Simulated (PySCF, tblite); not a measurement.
# C₃H₈NO radical: geometry, infrared bands and EPR parameters

Aim: predict the infrared bands and EPR parameters of C₃H₈NO radical (`CO[C@@H](C)[NH]`).

The runs use tblite 0.8.0 and PySCF 2.14.0, with density-fitted response routines of our own; the level of theory stands in each step. All values are computed, except where a source is named. Atoms count from 0, in the outputs and in this text.

### 1 Starting geometry

13 atoms, charge 0, multiplicity 2; geometry from: force field or distance geometry start.

Bonds of the start (Å): C0–O1 1.41, O1–C2 1.37, C2–C3 1.51, C2–N4 1.47, C0–H5 1.11, C0–H6 1.09, C0–H7 1.13, C2–H8 1.11, C3–H9 1.10, C3–H10 1.11, C3–H11 1.10, N4–H12 1.03.

### 2 Geometry optimisation with GFN2-xTB

The job: settings as JSON, then the geometry in Å.

```
{"job": {"kind": "relax", "xc": "GFN2-xTB", "basis": "xTB"}, "charge": 0, "multiplicity": 2}
C      1.867200    -0.397600     0.276400
O      0.583700    -0.215100     0.821800
C     -0.316400     0.350800    -0.036000
C     -1.531000    -0.538200    -0.172000
N     -0.795400     1.609600     0.562700
H      1.791400    -1.055600    -0.612000
H      2.572900    -0.740600     1.037200
H      2.224100     0.631300    -0.033400
H      0.167500     0.551700    -1.010200
H     -1.514000    -0.977500    -1.181600
H     -1.448000    -1.390500     0.532600
H     -2.484200    -0.015000     0.016600
H     -1.122400     2.187200    -0.219900
```

Started as:

```console
$ OMP_NUM_THREADS=1 python probes_run.py task.json out
```

The driver reads the jobs from task.json and runs them one after another.

**Question.** This job is followed by: GFN2-xTB harmonic vibrations, gas phase; UKS B3LYP, pcH-1 on C H N O, non-relativistic, mean-field spin-orbit, GIAO. What will the session give for the following? strongest single infrared mode (GFN2-xTB); zero-point energy (GFN2-xTB); g(iso) (B3LYP); ⟨S²⟩; largest a(iso) (averaged by class); potential on the surface of density 0.002 e/bohr³, 1st and 99th percentile.

**Answer**, as computed:

```
                                                                  quantity                 value
                                 strongest single infrared mode (GFN2-xTB)  1195 cm⁻¹, 75 km/mol
                                              zero-point energy (GFN2-xTB)         67.2 kcal/mol
                                                            g(iso) (B3LYP)               2.00438
                                                                      ⟨S²⟩    0.754 (exact 0.75)
                                        largest a(iso) (averaged by class)   1H on H8, 245.3 MHz
potential on the surface of density 0.002 e/bohr³, 1st and 99th percentile    -1.51 V and 1.61 V
```

In words: Over 128 steps the energy fell by 0.691 eV; of the close pairs, C2–N4 changed most, 1.474 to 1.378 Å. All 33 modes are real, so the xTB geometry is a minimum. The strongest single mode, at 1195 cm⁻¹, is spread over several atoms, H8, H12, O1 among them. Unscaled tight-binding wavenumbers are off by several per cent, some by more. Its intensities can rank the bands wrongly. N4 carries the largest spin population, 0.90 e. The isotropic g lies 2.1 ppt above the free-electron value. These values are for one conformer; the search (at its own cheap level) found 1 more, at 0.12 kcal/mol, and measured spectra average over such forms.
